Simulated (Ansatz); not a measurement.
`CCSCN` → `[CH2]` (triplet) + `CSCN`  (formal loss of a carbene)

Computed with Ansatz on PBE0-D4/def2-TZVP structures; ΔE is electronic, products minus reactants. CCSD(T)/CBS is the MP2 limit (def2-TZVPP, def2-QZVPP) plus CCSD(T) − MP2 in def2-TZVPP, frozen cores. This one scheme is used for every species. Functionals use def2-TZVPP. Triplets are unrestricted, without spin–orbit coupling. One conformer a species, not always the lowest.

`CCSCN`:

Z-matrix (Å, degrees):
```
C
C 1 1.515
H 1 1.092 2 111.4
H 1 1.092 2 111.2 3 120.5
H 1 1.094 2 110.4 3 -119.2
S 2 1.807 1 114.3 3 -62.2
H 2 1.092 1 111.0 3 179.7
H 2 1.092 1 111.5 3 59.7
C 6 1.803 2 100.5 1 74.1
N 9 1.445 6 111.9 2 60.8
H 9 1.093 6 109.8 2 -59.9
H 9 1.099 6 103.6 2 -174.2
H 10 1.012 9 110.6 6 64.8
H 10 1.013 9 111.0 6 -174.7
```

`[CH2]` (triplet):

Z-matrix (Å, degrees):
```
C
H 1 1.079
H 1 1.079 2 134.9
```

`CSCN`:

Z-matrix (Å, degrees):
```
C
S 1 1.796
H 1 1.092 2 111.7
H 1 1.092 2 111.2 3 123.1
H 1 1.090 2 107.2 3 -118.3
C 2 1.826 1 99.8 3 -63.0
N 6 1.434 2 118.1 1 66.8
H 6 1.093 2 108.1 1 -57.6
H 6 1.092 2 103.9 1 -171.5
H 7 1.011 6 111.6 2 -67.4
H 7 1.012 6 111.0 2 52.9
```

Q: Is it downhill or uphill in electronic energy at CCSD(T)/CBS, and by how much? (An estimate is asked.)

A: The calculation gave: Uphill: ΔE = +4.51 eV.

Q: What do these levels give: PBE-D4, ωB97X-V, PBE, r2SCAN, PBE0, HF/def2-TZVPP, MP2/def2-TZVPP, SCS-MP2/def2-TZVPP, HF/def2-QZVPP, MP2/def2-QZVPP, MP2/CBS(def2), CCSD/CBS(def2)? (Estimate.)

A: Computed: PBE-D4 4.53, ωB97X-V 4.61, PBE 4.45, r2SCAN 4.21, PBE0 4.40, HF/def2-TZVPP 2.96, MP2/def2-TZVPP 4.54, SCS-MP2/def2-TZVPP 4.54, HF/def2-QZVPP 2.96, MP2/def2-QZVPP 4.61, MP2/CBS(def2) 4.66, CCSD/CBS(def2) 4.40 eV.

Largest T1 diagnostic among the species: 0.011.

The D4 term adds +0.12 eV with B3LYP and +0.07 eV with PBE0; it sums over pairs of atoms, weighted by their polarisabilities, and B3LYP, whose exchange is more repulsive, gets the larger term. From PBE to PBE0 (25 % exact exchange), in def2-TZVPP and without D4, ΔE moves by −0.06 eV.

B3LYP here is the variant with VWN-RPA as its local correlation; programs differ in this.
